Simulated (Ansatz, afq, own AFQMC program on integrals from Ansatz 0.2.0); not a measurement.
Atomization energy of AlH$_{3}$, singlet, worked out

```xyz
4

Al    0.0000    0.0000    0.0000
H     1.5858    0.0151   -0.0001
H    -0.8059    1.3658   -0.0028
H    -0.7799   -1.3808    0.0029
```

Basis cc-pVDZ. Only valence electrons are correlated. Ansatz 0.2.0 and our own AFQMC program on the same integrals; the CISD trial comes from CCSD amplitudes, and released means the phaseless constraint is let go. ± is one standard error of the sampling.

Total energies in eV. CBS is CCSD(T) at the limit of def2-TZVPP/QZVPP (extrapolated itself); the highest rung of each member is named.

```csv
member,count,CCSD(T)/cc-pVDZ,highest rung in cc-pVDZ,which,CCSD(T)/CBS
Al (doublet),+1,-6583.0131,-6583.0229,FCI,-6583.4221
H (doublet),+3,-13.5861,-13.5861,FCI,-13.6059
"AlH₃, singlet",-1,-6632.3389,-6632.3502,FCI,-6633.5253
```

Problem. Work out the best estimate of the atomization energy: the CCSD(T)/CBS difference plus the step from CCSD(T) to the highest rung.

Solution. Sums with the counts: CCSD(T)/CBS 9.2855 eV, highest rung 8.5690 eV, CCSD(T)/cc-pVDZ 8.5675 eV. The step is 8.5690 − 8.5675 = 0.0015 eV, so the best estimate is 9.2855 + (0.0015) = 9.2870 eV = 214.2 kcal/mol. The basis set is worth 0.718 eV of it. Zero-point, core-correlation and spin–orbit terms aren't in it. Past Ne the Hartree–Fock part of each CBS total tends to overshoot, since the cores don't follow the formula; that largely cancels in the difference.

Best estimates are given only where the step beyond CCSD(T) is under 0.3 eV and no member's determinant is very poor (T1 over 0.05, or 0.07 for open shells, ⟨S²⟩ too high by 0.3, two states mixed), so the hardest cases are missing from such tables.

Each member of a difference takes its own highest rung, so a best estimate needn't equal the limit plus the step of one row.
